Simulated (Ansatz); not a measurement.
A made-up structure of LiSiH2, doublet:

```
atom    x (Å)    y (Å)    z (Å)
 Li1  -2.1737   0.5157  -0.2638
 Si2   0.1157  -0.0265   0.0159
  H3  -3.5038   0.6372   0.5987
  H4   1.2156   0.7906   0.6351
```

It is relaxed with PBE-D4/def2-SVP and then PBE0-D4/def2-TZVP (Ansatz 0.2.0). Atoms count as bonded within 1.22 times the sum of their covalent radii (H–H: 0.88 Å). The end point is not checked to be a true minimum.

Q: Does its bonding change? (A judgement: the text doesn't fix the answer.)

A: The calculation gives: Yes. Formed: Si2–H3; broken: none.

Where it ends: The first stage lowers the energy by 2.11 eV in 18 steps. It ends as LiSiH₂ ([H]1[Li][SiH]1):
```
4
angstrom
Li -2.5287 0.4816 -0.8410
Si -0.4774 0.0214 0.0693
H -1.7782 0.5750 0.8123
H 0.4381 0.8390 0.9452
```

Labels in which every atom is bracketed show which atoms are joined, not bond orders.

For scale, one of the runs: PBE0-D4/def2-TZVP relaxation, 63 basis functions, launched by `ansatz run in.yaml --threads 2 --pin off --events-out ev --progress --plain --max-ram 4352MiB`. The run took about 8.5 s on 2 CPU threads of an Intel Xeon Platinum 8259CL (shared host).
